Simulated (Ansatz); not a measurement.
**C2HNa: how energies converge with the basis set**

One table from this session's results is given with a row withheld; the runs are named, their logs left out.

Method: one geometry, several basis sets; program: Ansatz 0.2.0, Gaussian basis.

The runs, in order: PBE0-D4/def2-SVP; ωB97M-V/def2-SVP; PBE0-D4/def2-QZVPP; ωB97M-V/def2-QZVPP; the functionals' def2-TZVPP values are taken from earlier runs.

## Structure used throughout

An earlier PBE0-D4 in a triple-zeta def2 set relaxation fixed the geometry.

SMILES `C#[C][Na]`, 4 atoms, charge 0, spin multiplicity 1.

Atoms are counted from 1 here; the program's logs count them from 0.

Bond lengths: C1–C2 1.222 Å, C1–H4 1.067 Å, C2–Na3 2.213 Å. Angles: C2–C1–H4 180.0°, C1–C2–Na3 180.0°.

The first run:

in.yaml reads:

```yaml
crystal:
  periodic: [false, false, false]
  atoms:
    - {symbol: C, position_ang: [-0.068551, 0.869525, -0.131389]}
    - {symbol: C, position_ang: [0.043936, -0.335154, 0.040355]}
    - {symbol: Na, position_ang: [0.247430, -2.516572, 0.351648]}
    - {symbol: H, position_ang: [-0.167315, 1.921801, -0.281012]}
basis:
  gaussian: {orbitals: def2-SVP}
hamiltonian: {xc: pbe0, dispersion: d4}
output: {orbitals: {seedname: orbitals}}
```

Started as:

```console
> ansatz run in.yaml --threads 2 --pin off --events-out ev --progress --plain --max-ram 32768MiB --backend cpu
```

Among the steps run: PBE0-D4 in def2-SVP; ωB97M-V in def2-SVP; PBE0-D4 in def2-QZVPP; ωB97M-V in def2-QZVPP.

One of the session's tables, all rows but one given; the rest of the session is left out.

It belongs to the step «Density functionals: the series». 

```
functional       basis  HOMO (eV)  LUMO (eV)
   PBE0-D4    def2-SVP      -5.70      -1.34
   PBE0-D4  def2-TZVPP      -5.88      -1.42
   PBE0-D4  def2-QZVPP      -5.91      -1.43
   ωB97M-V    def2-SVP      -7.98      -0.69
   ωB97M-V  def2-TZVPP          ?          ?
   ωB97M-V  def2-QZVPP      -8.19      -0.88
```

Estimate the missing values for ωB97M-V, def2-TZVPP.

The run gave: HOMO (eV): -8.16; LUMO (eV): -0.86. In the column «HOMO (eV)» it lies between ωB97M-V, def2-QZVPP (-8.19) and ωB97M-V, def2-SVP (-7.98).
